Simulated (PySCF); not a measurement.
hydrogen fluoride (FH), SMILES F.

Coordinates come from a B3LYP-D3(BJ)/def2-TZVPD optimisation.

Method: B3LYP-D3(BJ)/def2-TZVPD run with PySCF 2.14.0.

No scaling factor is applied to the harmonic values.

| mode | ν (cm⁻¹) | IR (km/mol) | Raman (Å⁴/amu) | depolarisation | moving atoms (share of kinetic energy) |
|---|---|---|---|---|---|
| 1 | 4068 | 110.0 | 39.9 | 0.14 | H 95 % |
